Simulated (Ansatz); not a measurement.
**C₂F₃N: small, medium and large basis sets**

The task here is to estimate one member of a computed series from the others.

Program: Ansatz 0.2.0, Gaussian basis. Level of theory: one geometry, several basis sets. These are calculated values, not measurements.

Levels to be run: PBE0-D4/def2-SVP; ωB97M-V/def2-SVP; PBE0-D4/def2-QZVPP; ωB97M-V/def2-QZVPP; the functionals' def2-TZVPP values are taken from earlier runs.

## Structure used throughout

An earlier PBE0-D4 in a triple-zeta def2 set relaxation fixed the geometry.

SMILES `[C-]#[N+]C(F)(F)F`, 6 atoms, charge 0, spin multiplicity 1.

Atoms are counted from 1 here; the program's logs count them from 0.

Bond lengths: C1–N2 1.169 Å, N2–C3 1.402 Å, C3–F4 1.323 Å, C3–F5 1.323 Å, C3–F6 1.323 Å. Angles: C1–N2–C3 180.0°, N2–C3–F4 110.1°, N2–C3–F5 110.1°, N2–C3–F6 110.1°, F4–C3–F5 108.8°, F4–C3–F6 108.8°, F5–C3–F6 108.8°.

Coordinates:

```mol
C2F3N
  3D, bonds by distance, orders not assigned

  6  5  0  0  0  0  0  0  0  0999 V2000
    0.8480   -1.7385    0.9061 C   0  0
    0.3839   -0.7868    0.4102 N   0  0
   -0.1726    0.3539   -0.1845 C   0  0
   -1.2912    0.0371   -0.8165 F   0  0
    0.6778    0.8734   -1.0550 F   0  0
   -0.4459    1.2608    0.7396 F   0  0
  1  2  8  0
  2  3  8  0
  3  4  8  0
  3  5  8  0
  3  6  8  0
M  END
```

Set-up of the first run:

The input, in.yaml:

```yaml
crystal:
  periodic: [false, false, false]
  atoms:
    - {symbol: C, position_ang: [0.847952, -1.738453, 0.906119]}
    - {symbol: N, position_ang: [0.383901, -0.786821, 0.410215]}
    - {symbol: C, position_ang: [-0.172632, 0.353924, -0.184473]}
    - {symbol: F, position_ang: [-1.291211, 0.037132, -0.816485]}
    - {symbol: F, position_ang: [0.677842, 0.873430, -1.055003]}
    - {symbol: F, position_ang: [-0.445853, 1.260787, 0.739628]}
basis:
  gaussian: {orbitals: def2-SVP}
hamiltonian: {xc: pbe0, dispersion: d4}
output: {orbitals: {seedname: orbitals}}
```

Started as:

```
> ansatz run in.yaml --threads 4 --pin off --events-out ev --progress --plain --max-ram 10444MiB
```

Steps of the session up to this table: PBE0-D4 in def2-SVP; ωB97M-V in def2-SVP; PBE0-D4 in def2-QZVPP; ωB97M-V in def2-QZVPP.

One table of the session follows, with a row left open; its other results are not shown here.

It belongs to the step «Density functionals: the series». 

| functional | basis | HOMO (eV) |
| --- | --- | --- |
| PBE0-D4 | def2-SVP | -9.76 |
| PBE0-D4 | def2-TZVPP | -9.97 |
| PBE0-D4 | def2-QZVPP | -9.98 |
| ωB97M-V | def2-SVP | -12.23 |
| ωB97M-V | def2-TZVPP | -12.49 |
| ωB97M-V | def2-QZVPP | ? |

**Question.** Estimate the row for ωB97M-V, def2-QZVPP.

The run gave: HOMO (eV): -12.51. In the column «HOMO (eV)» it is the lowest.
